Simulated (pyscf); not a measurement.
Four-centre exchange: H₃C–Ag (SMILES [CH3][Ag]) + HF (SMILES F) → CH₄ (SMILES C) + F–Ag (SMILES [F][Ag])

Gas phase, singlet surface, charge 0. Bonds broken: C1–Ag2, F6–H7. Bonds formed: C1–H7, Ag2–F6. PySCF, gas phase, ωB97X-D3(BJ)/def2-SVP geometries. MP2 and CC: frozen core, UHF for open shells. ΔMP2 is the change of the MP2 total energy from the triple- to the quadruple-zeta basis.

Transition state (Å):

```xyz
7

C     -0.8828    -0.4442    -0.7483
Ag     0.2924     1.1768     0.5203
H     -0.3296    -1.3314    -0.3973
H     -1.2046    -0.6791    -1.7780
H     -1.8165    -0.3524    -0.1670
F      0.3789     1.6098    -1.6882
H     -0.2199     0.6480    -1.3375
```

One imaginary mode, 1235i cm⁻¹; descent along it reached the two sides named, in the forms told below.

| bond | change | reactant side (Å) | saddle | product side |
|---|---|---|---|---|
| C1–Ag2 | breaks | 2.117 | 2.370 | 3.1 |
| F6–H7 | breaks | 0.934 | 1.186 | 2.226 |
| C1–H7 | forms | 2.204 | 1.407 | 1.102 |
| Ag2–F6 | forms | 2.9 | 2.252 | 1.998 |

Electronic energies relative to the separated reactants (eV):

```
level                             barrier  reaction energy  reverse barrier
--------------------------------  -------  ---------------  ---------------
ωB97X-D3(BJ)/def2-TZVP               0.46            -0.46             0.93
PBE/def2-TZVP                        0.66            -0.17             0.83
r²SCAN/def2-TZVP                     0.58            -0.26             0.84
B3LYP-D3(BJ)/def2-TZVP               0.70            -0.28             0.98
PBE0-D3(BJ)/def2-TZVP                0.59            -0.23             0.82
M06-2X/def2-TZVP                     0.38            -0.46             0.84
ωB97M-D3(BJ)/def2-TZVP               0.50            -0.44             0.94
HF/def2-TZVP                         0.65            -0.93             1.57
MP2/def2-QZVPP                       0.86            -0.03             0.90
CCSD/def2-TZVPP                      0.76            -0.26             1.02
CCSD(T)/def2-TZVPP                   0.76            -0.15             0.91
CCSD(T)/def2-TZVPP + ΔMP2(QZVPP)     0.76            -0.21             0.97
```

With CCSD(T)/def2-TZVPP + ΔMP2(QZVPP) energies and thermal terms (ideal gas, 1 atm, RRHO with modes under 100 cm⁻¹ raised to 100, one conformer, R ln 2 for chiral ones without a mode under 150 cm⁻¹), in eV:

```tsv
T (K)	ΔH‡	ΔG‡	ΔH	ΔG
298	0.67	1.03	-0.17	-0.15
600	0.66	1.40	-0.20	-0.12
900	0.68	1.77	-0.21	-0.08
1200	0.70	2.13	-0.22	-0.04
```

On the reactant side the descent ends in a complex, 0.24 eV under the separated species and 0.70 eV under the saddle at ωB97X-D3(BJ)/def2-TZVP. The reactants may also form a dative adduct at H₃C–Ag; it and routes through it were not searched. The products may also form a dative adduct at F–Ag; it and routes through it were not searched. This is the saddle that the search found; another between the same sides may lie lower. The CCSD(T) − MP2 part came from Ansatz, without density fitting, on the same reference. The frozen core leaves the outer d or s,p core shells of the metals and heavy elements correlated in the MP2 and CC values, and def2-TZVPP describes them poorly, which can shift differences by a few kcal/mol. Elements past Kr carry the def2 core potentials, without spin-orbit coupling.
